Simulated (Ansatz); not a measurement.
Total energies of the cluster NaH2 from Ansatz at PBE-D4/def2-TZVP, gas phase (1 Eh = 27.2114 eV = 2625.5 kJ/mol). The reference geometry is relaxed at r2SCAN-D4/def2-TZVP.

```xyz
3

Na   -2.7924    0.2639   -0.6720
H     1.7595   -0.1573    0.4140
H     1.0328   -0.1066    0.2580
```

```
           state                        geometry  energy (Eh)
charge 0 doublet                       reference   -163.32750
charge 1 singlet                       reference   -163.13054
charge 0 quartet  relaxed at r2SCAN-D4/def2-TZVP   -163.16034
```

Problem. Work out the vertical ionisation energy to the singlet.

Solution. E(charge 1 singlet) − E(charge 0 doublet) = -163.13054 − (-163.32750) = 0.19696 Eh = 5.36 eV. For comparison, −ε of the highest occupied level of the spin that leaves is 3.06 eV at this level, 2.30 eV less.

Problem. Which of the charge 0 states is lowest, and how far above it are the others?

Solution. The doublet. quartet: -163.16034 − (-163.32750) = 0.16716 Eh = 438.9 kJ/mol. The quartet has fallen apart, so its energy is that of loose fragments and no spin gap. The quartet differs in its bonds from the reference.

The structure comes from a short search, and lower isomers may exist.
